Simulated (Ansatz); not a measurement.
```yaml
crystal:
  periodic: [false, false, false]
  atoms:
    - {symbol: C, position_ang: [-1.869327, 0.715335, -0.983727]}
    - {symbol: C, position_ang: [-0.725864, 0.276025, -0.383143]}
    - {symbol: C, position_ang: [0.298277, -0.117876, 0.156422]}
    - {symbol: C, position_ang: [1.514442, -0.581950, 0.786224]}
    - {symbol: H, position_ang: [-2.188022, 0.310944, -1.936577]}
    - {symbol: H, position_ang: [-2.483416, 1.477841, -0.520570]}
    - {symbol: H, position_ang: [1.559564, -1.674961, 0.798577]}
    - {symbol: H, position_ang: [2.397326, -0.223047, 0.247543]}
    - {symbol: H, position_ang: [1.585619, -0.228610, 1.818051]}
basis:
  gaussian: {orbitals: aug-cc-pVDZ}
magnetization: {spin_polarized: true, initial_magnetization: 3}
hamiltonian: {xc: {name: revPBE}}
```

```sh
$ ansatz run in.yaml --threads 2 --pin off --events-out ev --progress --plain --max-ram 20480MiB --backend cpu
```

Output, abridged:

```
Functional definition: revPBE
1238 factors; their error is unknown
mean field evaluation 1: about -4209.1462 eV, gradient 4.5e1 eV
mean field evaluation 2: about -4191.0898 eV, gradient 6.7e1 eV
mean field evaluation 4: about -4220.2769 eV, gradient 8.0e0 eV
mean field evaluation 8: about -4220.6268 eV, gradient 1.5e-1 eV
mean field evaluation 16: about -4220.5915 eV, gradient 5.9e-4 eV
mean field -4220.59147090 eV, -155.1038757358 hartree, gradient 9.2e-6 eV, S^2 3.761818; 10 other end points of the search recorded, 0 dependent functions left out
reference -4220.59158978 eV, -155.1038801047 hartree; 16, 13 occupied and 121, 124 virtual orbitals, 1238 factors
Total energy: -4220.59158978 eV, -155.1038801047 hartree
```

Run time 18 s (2 threads of a server CPU on a shared host); peak host memory 0.4 GiB.
